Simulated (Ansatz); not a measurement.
Basis-set series for C4H3FS, SMILES `Fc1cccs1`. The species carries charge 0 and has multiplicity 1. The structure was optimised at the PBE0-D4/def2-TZVP level.

```json
{"functional": "PBE0-D4", "basis": "def2-TZVPP", "functions": "239", "energy (Eh)": "-651.94439", "HOMO (eV)": "-6.80", "LUMO (eV)": "-0.41"}
{"functional": "PBE0-D4", "basis": "def2-QZVPP", "functions": "445", "energy (Eh)": "-651.96947", "HOMO (eV)": "-6.82", "LUMO (eV)": "-0.48"}
{"functional": "ωB97M-V", "basis": "def2-TZVPP", "functions": "239", "energy (Eh)": "-652.25097", "HOMO (eV)": "-8.93", "LUMO (eV)": "1.67"}
{"functional": "ωB97M-V", "basis": "def2-QZVPP", "functions": "445", "energy (Eh)": "-652.27445", "HOMO (eV)": "-8.96", "LUMO (eV)": "1.56"}
```

Give the rows for def2-SVP. (Best estimate.)

Ansatz gave: 
```tsv
functional	basis	functions	energy (Eh)	HOMO (eV)	LUMO (eV)
PBE0-D4	def2-SVP	103	-651.51412	-6.79	-0.25
ωB97M-V	def2-SVP	103	-651.81327	-8.91	1.91
```

Positive LUMOs are unbound and depend on the basis.
